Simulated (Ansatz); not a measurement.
Reaction (formal hydrolysis of the Al–C bond): `[CH3][AlH][SH]` + H₂O → `[OH][AlH][SH]` + CH₄

Isolated molecules relaxed with PBE0-D4/def2-TZVP in Ansatz; ΔE leaves out vibrations. CCSD(T)/CBS is the MP2 limit (def2-TZVPP, def2-QZVPP) plus CCSD(T) − MP2 in def2-TZVPP, frozen cores. This one scheme is used for every species. DFT in def2-TZVPP. One conformer a species, not always the lowest.

Task: Is it downhill or uphill in electronic energy at CCSD(T)/CBS, and by how much? (Estimate.)

Result: Ansatz gave: Downhill: ΔE = -137.5 kJ/mol.

Task: What do these levels give: r2SCAN0-D4, PBE, LC-ωPBE, MP2/def2-SVP, MP2/def2-QZVPP, CCSD/CBS(def2)? (An estimate is asked.)

Result: The calculation gave: r2SCAN0-D4 -140.4, PBE -132.6, LC-ωPBE -137.3, MP2/def2-SVP -148.9, MP2/def2-QZVPP -141.4, CCSD/CBS(def2) -138.8 kJ/mol.

Largest T1 diagnostic among the species: 0.012.

Leaving LDA and LC-ωPBE aside and taking each functional with its dispersion term where it has one, the values, not all of them listed here, spread over 15.5 kJ/mol, from B2PLYP to revPBE-D4. At CCSD(T), def2-SVP lies −8.1 kJ/mol from the extrapolated value and def2-TZVPP −2.3 kJ/mol. In def2-TZVPP, CCSD(T) changes the Hartree–Fock value by +11.8 kJ/mol (the triples alone add +1.3 kJ/mol) and MP2 by +9.0 kJ/mol.
